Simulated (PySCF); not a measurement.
# HBS, singlet: data card

These are results of PBE/[B def2-TZVP, S def2-TZVP, H def2-TZVP], no relativity, density fitting, PySCF, not measurements.

The structure is a minimum.

```xyz
3
charge 0 multiplicity 1, angstrom
B     1.1306    0.0000   -0.1651
S    -0.4617    0.0000    0.0674
H     2.2991    0.0000   -0.3357
```

| Property | Result |
| --- | --- |
| Point group | C∞v |
| Bond lengths | B–H 1.181 Å, B–S 1.609 Å |
| Bond angles | H–B–S 180.0° |
| Rotational symmetry number | 1 |
| Lowest empty level | -2.15 eV |
| Enthalpy at 298.15 K above 0 K | 9.32 kJ/mol |
| Principal quadrupole moments (Buckingham, traceless) about the centre of mass | -1.69, -1.69, 3.37 D Å |
| Principal polarisabilities | 24.5, 24.5, 44.7 bohr³ |
| Rotational constants | 0.6296 cm⁻¹ |
| Atomisation energy without zero-point energy | 1069 kJ/mol |
| Highest occupied level | -7.38 eV |
| Zero-point energy | 31.9 kJ/mol |
| Dipole moment | 1.24 D |
| Entropy at 298.15 K and 1 bar | 215.3 J/(mol K) |
| Heat capacity Cp at 298.15 K | 37.0 J/(mol K) |

Harmonic modes (masses in u: B 11.009, S 31.972, H 1.008):
| symmetry | ω (cm⁻¹) | IR (km/mol, summed over degenerate members) | μ (u) | type |
| --- | --- | --- | --- | --- |
| π | 699 | 0.0 | 1.27 | bend |
| σ+ | 1167 | 40.4 | 6.29 | stretch |
| σ+ | 2773 | 17.3 | 1.13 | stretch |

In C∞v the vibrations span π + 2σ+.

Charges (e):
```json
{"atom": "B1", "Mulliken": "-0.01", "Löwdin": "-0.65", "polar tensor": "0.31", "Mayer order to B1": "–"}
{"atom": "S2", "Mulliken": "-0.09", "Löwdin": "0.60", "polar tensor": "-0.30", "Mayer order to B1": "2.58"}
{"atom": "H3", "Mulliken": "0.10", "Löwdin": "0.05", "polar tensor": "-0.01", "Mayer order to B1": "0.97"}
```

Mulliken populations on B1: s 3.08, p 1.84, d 0.07, f 0.01.

Outer orbital energies (eV). occupied: -18.07, -11.80, -9.33, -7.38, -7.38; empty: -2.15, -2.15, 0.60, 1.44.

Counting electrons, boron keeps none of its valence electrons outside its bonds, so the VSEPR class is AX2 and the expected shape is linear; with unlike ligands the computed point group is C∞v.

Other isomers or separated fragments may lie lower.

The final relaxation and frequency run took 8.9 s on 2 threads of a shared Arm Neoverse V2 host, with 74 basis functions and 11 gradients; the process peaked at 0.69 GiB.
